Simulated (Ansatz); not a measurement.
Write a Python script for the Ansatz DFT code, driven from Python that makes harmonic frequencies at the relaxed geometry of C3H2ClS2 (charge +1), SMILES Clc1cs[cH+]s1. Use (for the species named): B3LYP, 6-31G* basis, multiplicity 1.

Contents of `c3h2cls2.xyz`:
```text
8

Cl    2.66080   -0.54570    0.41520
C     0.98400   -0.25680    0.18200
C     0.53370    0.85240   -0.41480
S    -1.18090    1.04280   -0.59890
C    -1.50240   -0.47330    0.17030
S    -0.17070   -1.42520    0.72960
H     1.19630    1.62650   -0.78270
H    -2.52070   -0.82070    0.29940
```

`run_freq.py`:
```python
# -*- coding: utf-8 -*-
import itertools
import logging
import sys

import ansatz as az
from ase.data import atomic_numbers, covalent_radii
import numpy as np

logging.basicConfig(stream=sys.stdout, format="%(levelname)s:%(name)s:%(message)s")
log = logging.getLogger("ansatz_job")
log.setLevel(logging.INFO)

c3h2cls2 = az.Crystal.molecule_from_extxyz("c3h2cls2.xyz")

calc = c3h2cls2.calculation()
calc = calc.basis(gaussian="6-31G*")
calc = calc.functional("B3LYP").charge(1)
symbols = [site.symbol for site in c3h2cls2.cartesian_sites]
start = np.array([site.position_ang for site in c3h2cls2.cartesian_sites], dtype=float)
rep = calc.relax(force_tolerance=0.003, max_steps=100).run(threads=1).report
end = np.array(rep["positions_ang"])

radius = [covalent_radii[atomic_numbers[s]] for s in symbols]
span = lambda where, i, j: np.linalg.norm(where[i] - where[j])
bonded = [(i, j) for i, j in itertools.combinations(range(len(symbols)), 2) if min(span(start, i, j), span(end, i, j)) < 1.2 * (radius[i] + radius[j])]
log.info("pair        before    after (A)")
for i, j in bonded:
    print(f"{symbols[i]}{i}-{symbols[j]}{j}".ljust(10), f"{span(start, i, j):8.4f} {span(end, i, j):8.4f}")
for first, second in list(itertools.combinations(bonded, 2)):
    shared = set(first) & set(second)
    if shared and symbols[(j := shared.pop())] != "H":
        i, k = sorted((set(first) | set(second)) - {j})
        u, v = end[i] - end[j], end[k] - end[j]
        angle = np.degrees(np.arccos(np.clip(u @ v / np.linalg.norm(u) / np.linalg.norm(v), -1, 1)))
        log.info(f"final angle {symbols[i]}{i}-{symbols[j]}{j}-{symbols[k]}{k}: {angle:.2f} deg")

minimum = az.Crystal.molecule()
for symbol, place in zip(symbols, end):
    minimum = minimum.atom(symbol, place.tolist())
vibrating = (
    minimum.calculation()
    .basis(gaussian="6-31G*")
    .functional("B3LYP")
    .charge(1)
    .phonons(temperatures=(298.15, 498.15, 100))
)
vib = vibrating.run(threads=1).report["vibrations"]
sums = vib["harmonic_sums"]
modes = [m["omega_inv_cm"] for m in sums["modes_at_gamma"] if m["rigid_motion"] == "no"]
for number, w in enumerate(modes, start=1):
    log.info(f"mode {number:2d} {w:9.1f} 1/cm {w / 8065.544 * 1000:8.2f} meV")
print("imaginary modes:", sum(w < 0 for w in modes), " zero-point energy:", round(sums["zero_point_energy_ev"], 4), "eV")
log.info("T (K)   F_vib (eV)   S_vib (meV/K)   C_vib (meV/K)")
for row in zip(sums["temperatures_k"], sums["vibrational_free_energy_ev"], vib["entropy_ev_per_k"], vib["heat_capacity_ev_per_k"]):
    log.info(f"{row[0]:6.1f} {row[1]:11.4f} {1000 * row[2]:13.4f} {1000 * row[3]:15.4f}")

heavier = vibrating.phonons(masses={"H": 2.014102}).run(threads=1).report["vibrations"]["harmonic_sums"]
print("deuterated (1/cm):", " ".join(f"{m['omega_inv_cm']:.0f}" for m in heavier["modes_at_gamma"] if m["rigid_motion"] == "no"))
print("zero-point energy falls by", round(sums["zero_point_energy_ev"] - heavier["zero_point_energy_ev"], 4), "eV")
```

Running `python run_freq.py` prints:
```text
INFO:ansatz_job:pair        before    after (A)
Cl0-C1       1.7174   1.7056
C1-C2        1.3376   1.3633
C1-S5        1.7316   1.7547
C2-S3        1.7349   1.7261
C2-H6        1.0833   1.0846
S3-C4        1.7302   1.6819
C4-S5        1.7298   1.6837
C4-H7        1.0836   1.0862
INFO:ansatz_job:final angle Cl0-C1-C2: 125.73 deg
INFO:ansatz_job:final angle Cl0-C1-S5: 118.89 deg
INFO:ansatz_job:final angle C2-C1-S5: 115.38 deg
INFO:ansatz_job:final angle C1-C2-S3: 116.17 deg
INFO:ansatz_job:final angle C1-C2-H6: 124.94 deg
INFO:ansatz_job:final angle C1-S5-C4: 95.13 deg
INFO:ansatz_job:final angle S3-C2-H6: 118.88 deg
INFO:ansatz_job:final angle C2-S3-C4: 95.82 deg
INFO:ansatz_job:final angle S3-C4-S5: 117.50 deg
INFO:ansatz_job:final angle S3-C4-H7: 121.30 deg
INFO:ansatz_job:final angle S5-C4-H7: 121.21 deg
INFO:ansatz_job:mode  1     195.0 1/cm    24.18 meV
INFO:ansatz_job:mode  2     252.1 1/cm    31.26 meV
INFO:ansatz_job:mode  3     389.7 1/cm    48.32 meV
INFO:ansatz_job:mode  4     402.7 1/cm    49.92 meV
INFO:ansatz_job:mode  5     509.6 1/cm    63.18 meV
INFO:ansatz_job:mode  6     533.0 1/cm    66.08 meV
INFO:ansatz_job:mode  7     662.8 1/cm    82.17 meV
INFO:ansatz_job:mode  8     766.1 1/cm    94.98 meV
INFO:ansatz_job:mode  9     819.6 1/cm   101.62 meV
INFO:ansatz_job:mode 10     838.8 1/cm   104.00 meV
INFO:ansatz_job:mode 11     881.1 1/cm   109.24 meV
INFO:ansatz_job:mode 12     948.9 1/cm   117.64 meV
INFO:ansatz_job:mode 13     996.6 1/cm   123.57 meV
INFO:ansatz_job:mode 14    1211.5 1/cm   150.21 meV
INFO:ansatz_job:mode 15    1287.1 1/cm   159.58 meV
INFO:ansatz_job:mode 16    1499.0 1/cm   185.85 meV
INFO:ansatz_job:mode 17    3249.5 1/cm   402.88 meV
INFO:ansatz_job:mode 18    3257.2 1/cm   403.84 meV
imaginary modes: 0  zero-point energy: 1.1593 eV
INFO:ansatz_job:T (K)   F_vib (eV)   S_vib (meV/K)   C_vib (meV/K)
INFO:ansatz_job: 298.1      1.1213        0.3671          0.5879
INFO:ansatz_job: 398.1      1.0747        0.5653          0.7832
INFO:ansatz_job: 498.1      1.0085        0.7572          0.9274
deuterated (1/cm): 187 249 368 401 473 530 601 639 650 768 790 831 944 1037 1124 1478 2398 2411
zero-point energy falls by 0.1749 eV
```

The frequencies are harmonic and unscaled, in a modest basis. b3lyp holds the VWN-RPA fit, as in Gaussian; the form of ORCA and Turbomole is b3lyp5. Run time: 8.1 min on 1 thread of Arm Neoverse V1, with other jobs on the host, peak memory 0.33 GiB.
